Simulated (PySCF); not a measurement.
hydrogen cyanide (CHN), SMILES C#N. The structure is a stationary point at B3LYP-D3(BJ)/def2-TZVPD.

TDDFT-ωB97X/def2-TZVPD in PySCF puts the lowest singlet excitations at 7.81, 8.18, 8.18, 9.44, 9.44, 10.31 eV.

Problem. What are the lowest excitation roots from ADC(3)/aug-cc-pVDZ (PySCF)? (An estimate is asked for; the answer gives what the named calculation found.)

Solution. 8.10, 8.42, 8.42, 9.27, 9.27, 9.97 eV. S1 differs by 0.29 eV (second minus first; roots are paired by order, and the bases may differ).
